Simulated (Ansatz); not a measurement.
Ligand exchange: BH(CH3)(NH2) + SiH2(NH2)(SiH3) → BH(CH3)(SiH3) + SiH2(NH2)2

Species: BH(CH3)(NH2), singlet; SiH2(NH2)(SiH3), singlet; BH(CH3)(SiH3), singlet; SiH2(NH2)2, singlet. The partners trade NH2 for SiH3: B–NH2 and Si–SiH3 bonds give way to B–SiH3 and Si–NH2.

Shapes, held fixed at every level: PBE0-D4/def2-TZVP. Flexible molecules stand in one conformer, not always the lowest. Programs: Ansatz 0.2.0. Electronic energies: no zero-point or thermal term.

| level | kind | ΔE (kJ/mol) | less CCSD(T)/CBS estimate |
| --- | --- | --- | --- |
| HF/def2-SVP | Hartree–Fock | +101.5 | +8.8 |
| BHLYP-D4/def2-TZVPP | global hybrid | +94.3 | +1.6 |
| PBE0-D4/def2-TZVPP | global hybrid | +103.0 | +10.3 |
| r2SCAN0-D4/def2-TZVPP | global hybrid | +96.9 | +4.2 |
| MP2/def2-TZVPP | perturbation theory | +94.1 | +1.4 |
| CCSD/def2-TZVPP | coupled cluster or CI | +93.3 | +0.6 |
| CCSD(T)/CBS estimate | coupled cluster or CI | +92.7 | 0.0 |

The highest level, CCSD(T)/CBS estimate, gives ΔE = +92.7 kJ/mol; the levels span +92.7 to +103.0. The column of differences is taken from that level and isn't an error. No measured value is set beside it here. The CBS estimate extrapolates MP2 from def2-TZVPP and def2-QZVPP and adds CCSD(T) − MP2 in the triple-zeta set, cores frozen.
